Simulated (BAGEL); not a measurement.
**A workflow on CH2F2 (difluoromethane)**

Aim: a single-point energy (HF/cc-pVDZ), then the energy (NEVPT2(2,2)/cc-pVDZ), then the energy (CASPT2(2,2)/cc-pVDZ) of CH2F2 (difluoromethane). 

The calculation is run with BAGEL 1.2.2.

1 further run of the same task is left out (set aside as unsound or not needed).

**1. Starting point**

The species is CH2F2 (5 atoms), meant as a singlet with charge 0. SMILES: `FCF`. The C2–F3 distance was set to 2.568 Å, away from the relaxed value. At this shape a bond of the SMILES string is far longer than usual.

Bond lengths: F1–C2 1.351 Å, C2–H4 1.093 Å, C2–H5 1.094 Å. Angles: F1–C2–H4 108.8°, F1–C2–H5 108.8°, H4–C2–H5 113.0°.

**2. A single-point energy at HF/cc-pVDZ (density fitting with svp-jkfit) (run 1)**

The input, calc.json:

```json
{ "bagel" : [

{
  "title" : "molecule",
  "basis" : "cc-pvdz.json",
  "df_basis" : "svp-jkfit",
  "angstrom" : "true",
  "geometry" : [
    { "atom" : "F", "xyz" : [      -2.045691,       0.337275,      -0.017673 ] },
    { "atom" : "C", "xyz" : [      -0.962291,       0.129175,      -0.798273 ] },
    { "atom" : "F", "xyz" : [       1.090500,      -0.179200,       0.713200 ] },
    { "atom" : "H", "xyz" : [      -1.115091,      -0.786825,      -1.375473 ] },
    { "atom" : "H", "xyz" : [      -0.807091,       1.010275,      -1.427073 ] }
  ]
},

{ "title" : "hf" },

{ "title" : "print", "file" : "orbitals.molden", "orbitals" : "true" }

]}
```

The basis set cc-pVDZ is read from a file made from the Basis Set Exchange's data (not shown).

On the command line:

```console
$ BAGEL_NUM_THREADS=1 BAGEL calc.json > calc.out
```

The program printed:

```text
* using 1 threads per process

  ===============================================================
  ===============================================================

  *** Geometry ***

  { "atom" : "F", "xyz" : [     -3.865796,      0.637357,     -0.033397 ] },
  { "atom" : "C", "xyz" : [     -1.818466,      0.244105,     -1.508517 ] },
  { "atom" : "F", "xyz" : [      2.060746,     -0.338639,      1.347753 ] },
  { "atom" : "H", "xyz" : [     -2.107217,     -1.486884,     -2.599267 ] },
  { "atom" : "H", "xyz" : [     -1.525181,      1.909143,     -2.696777 ] },

  Number of auxiliary basis functions:      265

  Since a DF basis is specified, we compute 2- and 3-index integrals:
    o Being stored without compression. Storage requirement is 0.006 GB

  Number of basis functions:       52
  Number of electrons      :       26

    * METHOD: MOLECULE                             0.05

  *** RHF ***

  === Nuclear Repulsion ===
    59.3663635544

      * DIIS with orbital gradients will be used.

  === RHF iteration (cc-pvdz.json) ===
      0       -237.37540144          0.02598093           0.01
      1       -237.05233978          0.04344218           0.01
      2       -237.67461208          0.00520580           0.01
      3       -237.68334320          0.00192718           0.01
      4       -237.68484400          0.00066730           0.01
      5       -237.68507636          0.00022602           0.01
      6       -237.68511130          0.00008330           0.01
      7       -237.68511682          0.00002149           0.01
      8       -237.68511718          0.00000777           0.01
      9       -237.68511723          0.00000541           0.01
     10       -237.68511728          0.00000299           0.01
     11       -237.68511731          0.00000099           0.01
     12       -237.68511731          0.00000048           0.01
     13       -237.68511731          0.00000009           0.01
     14       -237.68511731          0.00000002           0.01
     15       -237.68511731          0.00000001           0.01
     16       -237.68511731          0.00000000           0.01
    * SCF iteration converged.

    * Permanent dipole moment:
           (    1.837776,    -0.254299,     2.112029) a.u.

    * METHOD: HF                                   0.20

    * METHOD: PRINT                                0.01

  ===============================================================
```

It took 0.48 s on 1 thread of Arm Neoverse V2, shared host; peak memory 0.14 GiB.

**3. The energy at NEVPT2(2,2)/cc-pVDZ (density fitting with svp-jkfit) (run 2)**

calc.json: that of step 2 with these lines changed.

```diff
@@ -6,3 +6,3 @@
   "df_basis" : "svp-jkfit",
-  "angstrom" : "true",
+  "angstrom" : true,
   "geometry" : [
@@ -16,5 +16,32 @@
 
-{ "title" : "hf" },
+{
+  "title" : "hf"
+},
 
-{ "title" : "print", "file" : "orbitals.molden", "orbitals" : "true" }
+{
+  "title" : "casscf",
+  "nstate" : 1,
+  "nact" : 2,
+  "nclosed" : 12,
+  "active" : [13, 14],
+  "maxiter" : 200,
+  "natocc" : true
+},
+
+{
+  "title" : "nevpt2",
+  "nstate" : 1,
+  "nact" : 2,
+  "nclosed" : 12,
+  "active" : [13, 14],
+  "maxiter" : 200,
+  "natocc" : true,
+  "ncore" : 3
+},
+
+{
+  "title" : "print",
+  "file" : "orbitals.molden",
+  "orbitals" : true
+}
```

The basis set cc-pVDZ is read from a file made from the Basis Set Exchange's data (not shown).

On the command line:

```console
$ BAGEL_NUM_THREADS=1 BAGEL calc.json > calc.out
```

The program printed:

```text
* using 1 threads per process

  ===============================================================
  ===============================================================

  *** Geometry ***

  { "atom" : "F", "xyz" : [     -3.865796,      0.637357,     -0.033397 ] },
  { "atom" : "C", "xyz" : [     -1.818466,      0.244105,     -1.508517 ] },
  { "atom" : "F", "xyz" : [      2.060746,     -0.338639,      1.347753 ] },
  { "atom" : "H", "xyz" : [     -2.107217,     -1.486884,     -2.599267 ] },
  { "atom" : "H", "xyz" : [     -1.525181,      1.909143,     -2.696777 ] },

  Number of auxiliary basis functions:      265

  Since a DF basis is specified, we compute 2- and 3-index integrals:
    o Being stored without compression. Storage requirement is 0.006 GB

  Number of basis functions:       52
  Number of electrons      :       26

    * METHOD: MOLECULE                             0.05

  *** RHF ***

  === Nuclear Repulsion ===
    59.3663635544

      * DIIS with orbital gradients will be used.

  === RHF iteration (cc-pvdz.json) ===
      0       -237.37540144          0.02598093           0.01
      1       -237.05233978          0.04344218           0.01
      2       -237.67461208          0.00520580           0.01
      3       -237.68334320          0.00192718           0.01
      4       -237.68484400          0.00066730           0.01
      5       -237.68507636          0.00022602           0.01
[... 9 lines of this table left out ...]
     15       -237.68511731          0.00000001           0.01
     16       -237.68511731          0.00000000           0.01
    * SCF iteration converged.

    * Permanent dipole moment:
           (    1.837776,    -0.254299,     2.112029) a.u.

    * METHOD: HF                                   0.18

  ---------------------------
      CASSCF calculation
  ---------------------------

    ==== Active orbitals : =====
         Orbital 13
         Orbital 14
    ============================

    * nstate   :      1
    * nclosed  :     12
    * nact     :      2
    * nvirt    :     38
  === CASSCF iteration (cc-pvdz.json) ===

    * Using the second-order algorithm

      0  0      -237.74218233     2.75e-02      0.00

      1  0      -237.78698693     5.72e-03      0.05

      2  0      -237.79036277     2.49e-03      0.06

[... 21 lines of this table left out ...]

     14  0      -237.79097146     8.08e-09      0.06

    * Second-order optimization converged. *

     guess   0:   closed 1.                   open ..

  === FCI iteration ===

      0  0      -237.63553218     1.39e-01      0.00
      1  0      -237.75107716     5.76e-02      0.00
      2  0 *    -237.79097146     6.78e-16      0.00

     * ci vector, state   0, <S^2> = 0.0000
       2.     0.8582546299
       .2    -0.5132241130

    * METHOD: CASSCF                               1.01

    * freezing 3 orbitals

  === DF-NEVPT2 calculation ===

    * 3-index integral transformation done
    * assembly done

      NEVPT2 correlation energy:   -0.4587427210      0.04

          (+0)     -0.3525099314
          (+0)'    -0.0206820946
          (+1)     -0.0250952474
          (+1)'    -0.0000000000
          (+2)     -0.0004684727
          (-1)     -0.0593354183
          (-1)'     0.0000000000
          (-2)     -0.0006515567

      NEVPT2 total energy:       -238.2497141800

    * METHOD: NEVPT2                               0.07

    * METHOD: PRINT                                0.01

  ===============================================================
```

It took 1.6 s on 1 thread of Arm Neoverse V2, shared host; peak memory 0.14 GiB.

**4. A single-point energy at CASPT2(2,2)/cc-pVDZ (density fitting with svp-jkfit) (run 3)**

The input, input.json:

```json
{ "bagel": [

{
  "title": "molecule",
  "basis": "cc-pvdz.json",
  "df_basis": "svp-jkfit",
  "angstrom": true,
  "geometry": [
    { "atom": "F", "xyz": [      -2.045691,       0.337275,      -0.017673 ] },
    { "atom": "C", "xyz": [      -0.962291,       0.129175,      -0.798273 ] },
    { "atom": "F", "xyz": [       1.090500,      -0.179200,       0.713200 ] },
    { "atom": "H", "xyz": [      -1.115091,      -0.786825,      -1.375473 ] },
    { "atom": "H", "xyz": [      -0.807091,       1.010275,      -1.427073 ] }
  ]
},

{
  "title": "hf"
},

{
  "title": "casscf",
  "nstate": 1,
  "nact": 2,
  "nclosed": 12,
  "active": [13, 14],
  "maxiter": 200,
  "natocc": true
},

{
  "title": "print",
  "file": "orbitals.molden",
  "orbitals": true
},

{
  "title": "smith",
  "method": "caspt2",
  "ms": true,
  "xms": true,
  "sssr": true,
  "shift": 0.2,
  "shift_imag": true,
  "ncore": 3
}

]}
```

The basis set cc-pVDZ is read from a file made from the Basis Set Exchange's data (not shown).

On the command line:

```console
$ BAGEL_NUM_THREADS=1 BAGEL input.json > input.out
```

The program printed:

```text
* using 1 threads per process

  ===============================================================
  ===============================================================

  *** Geometry ***

  { "atom" : "F", "xyz" : [     -3.865796,      0.637357,     -0.033397 ] },
  { "atom" : "C", "xyz" : [     -1.818466,      0.244105,     -1.508517 ] },
  { "atom" : "F", "xyz" : [      2.060746,     -0.338639,      1.347753 ] },
  { "atom" : "H", "xyz" : [     -2.107217,     -1.486884,     -2.599267 ] },
  { "atom" : "H", "xyz" : [     -1.525181,      1.909143,     -2.696777 ] },

  Number of auxiliary basis functions:      265

  Since a DF basis is specified, we compute 2- and 3-index integrals:
    o Being stored without compression. Storage requirement is 0.006 GB

  Number of basis functions:       52
  Number of electrons      :       26

    * METHOD: MOLECULE                             0.05

  *** RHF ***

  === Nuclear Repulsion ===
    59.3663635544

      * DIIS with orbital gradients will be used.

[... 6 lines left out ...]
    * SCF iteration converged.
[... 1 line left out ...]
    * Permanent dipole moment:
[... 27 lines left out ...]
    * Second-order optimization converged. *
[... 9 lines left out ...]
     * ci vector, state   0, <S^2> = 0.0000
[... 16 lines left out ...]
    * Zeroth order energy : state  0       -0.5925451158

    * CASPT2 iteration is performed using orthogonal basis

      -------------------------------------------  CASPT2 iteration  ---------------------------------------------------
       #      aibj      arbs      arbi      airj      risj      airs      arst      rist         Etot      error   time
      ------------------------------------------------------------------------------------------------------------------

       0  -0.35194  -0.00077  -0.06348  -0.02750  -0.00077  -0.02179  -0.00000  -0.00000   -0.4662548  0.0011353   0.02
       1  -0.35196  -0.00077  -0.06355  -0.02754  -0.00079  -0.02191  -0.00000  -0.00000   -0.4665205  0.0001037   0.02
       2  -0.35196  -0.00077  -0.06355  -0.02754  -0.00079  -0.02191  -0.00000  -0.00000   -0.4665234  0.0000125   0.02
       3  -0.35196  -0.00077  -0.06355  -0.02754  -0.00079  -0.02191  -0.00000  -0.00000   -0.4665235  0.0000018   0.02
       4  -0.35196  -0.00077  -0.06355  -0.02754  -0.00079  -0.02191   0.00000  -0.00000   -0.4665235  0.0000002   0.02

      ------------------------------------------------------------------------------------------------------------------

    * CASPT2 energy : state  0     -238.2588856314
        w/o shift correction       -238.2574949418
        reference weight              0.8998109673

    * METHOD: SMITH                                0.15

  ===============================================================
```

Wall time 1.6 s (1 thread of Arm Neoverse V2, shared host); peak memory 0.14 GiB.

**5. What came out**

| quantity | value |
| --- | --- |
| run 1, HF/cc-pVDZ: total energy | -237.68512 Eh |
| run 1, HF/cc-pVDZ: dipole moment | 7.15 D |
| run 1, HF/cc-pVDZ: HOMO energy | -10.95 eV |
| run 1, HF/cc-pVDZ: LUMO energy | -1.14 eV |
| run 1, HF/cc-pVDZ: HOMO–LUMO gap | 9.81 eV |
| run 2, NEVPT2(2,2)/cc-pVDZ: total energy | -238.24971 Eh |
| run 3, CASPT2(2,2)/cc-pVDZ: total energy | -238.25889 Eh |

One bond (run 1, HF/cc-pVDZ) is far stretched, which a spin-restricted single reference describes badly; a broken-symmetry solution may lie lower.
